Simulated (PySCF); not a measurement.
First SCF of a structure search on doublet PO(OH)2, at a hand-made trigonal pyramidal (heavy-atom frame) geometry. PySCF input:

```python
from pyscf import gto, scf, dft
mol = gto.M(atom='''
P      0.000000     0.000000     0.000000
O      1.403900     0.000000     0.746500
O     -0.768200     1.330500     0.816900
O     -0.768200    -1.330500     0.816900
H     -0.403700     2.170100     1.106600
H     -1.677500    -1.434600     1.106600''',
    basis={'P': 'def2-TZVP', 'O': 'def2-TZVP', 'H': 'def2-TZVP'},
    charge=0, spin=1)
mf = dft.UKS(mol, xc='PBE0')
mf.grids.atom_grid = (50, 194)
aux = {'P': 'def2-universal-JKFIT', 'O': 'def2-universal-JKFIT', 'H': 'def2-universal-JKFIT'}
mf = mf.density_fit(auxbasis=aux)
mf.conv_tol = 1e-08
mf.diis_space = 10
mf.max_cycle = 60
mf.init_guess = 'minao'
mf.verbose = 4
mf.kernel()
```

Excerpt of the output (cycles alone):

```
init E= -568.192469352543
cycle= 1 E= -567.6416164674  delta_E= 0.551  |g|= 0.878  |ddm|= 1.52
cycle= 2 E= -565.567736888297  delta_E= 2.07  |g|= 2.23  |ddm|= 1.97
cycle= 3 E= -567.824408993886  delta_E= -2.26  |g|= 0.56  |ddm|=  1.7
cycle= 4 E= -567.938360559885  delta_E= -0.114  |g|= 0.225  |ddm|= 0.449
cycle= 5 E= -567.956086075806  delta_E= -0.0177  |g|= 0.0716  |ddm|= 0.125
cycle= 6 E= -567.958339526407  delta_E= -0.00225  |g|= 0.0445  |ddm|= 0.0499
cycle= 7 E= -567.959627445406  delta_E= -0.00129  |g|= 0.0201  |ddm|= 0.0513
cycle= 8 E= -567.959985944814  delta_E= -0.000358  |g|= 0.0126  |ddm|= 0.0347
cycle= 9 E= -567.960125906248  delta_E= -0.00014  |g|= 0.00784  |ddm|= 0.0222
cycle= 10 E= -567.960197882147  delta_E= -7.2e-05  |g|= 0.00455  |ddm|= 0.0207
cycle= 11 E= -567.96021974065  delta_E= -2.19e-05  |g|= 0.00153  |ddm|= 0.012
cycle= 12 E= -567.960222992637  delta_E= -3.25e-06  |g|= 0.000308  |ddm|= 0.00613
cycle= 13 E= -567.96022309982  delta_E= -1.07e-07  |g|= 0.000141  |ddm|= 0.0007
cycle= 14 E= -567.960223172508  delta_E= -7.27e-08  |g|= 6.14e-05  |ddm|= 0.000773
cycle= 15 E= -567.960223190684  delta_E= -1.82e-08  |g|= 3.93e-05  |ddm|= 0.000286
cycle= 16 E= -567.960223201056  delta_E= -1.04e-08  |g|= 2.87e-05  |ddm|= 0.000246
cycle= 17 E= -567.960223205267  delta_E= -4.21e-09  |g|= 2.08e-05  |ddm|= 0.000206
Extra cycle  E= -567.960223205254  delta_E= 1.31e-11  |g|= 3.59e-05  |ddm|= 3.81e-05
converged SCF energy = -567.960223205254  <S^2> = 0.7678838  2S+1 = 2.0178045
```

No lower solution of this spin was found by a stability analysis within the unrestricted form.

The search for the lowest solution, with the stability check, took 4.1 s on 4 threads of a shared AMD EPYC 9R45 96-Core (Zen 5) host, with 142 basis functions; the process peaked at 0.5 GiB. Launch command: `OMP_NUM_THREADS=4 python axn.py task.json out`.
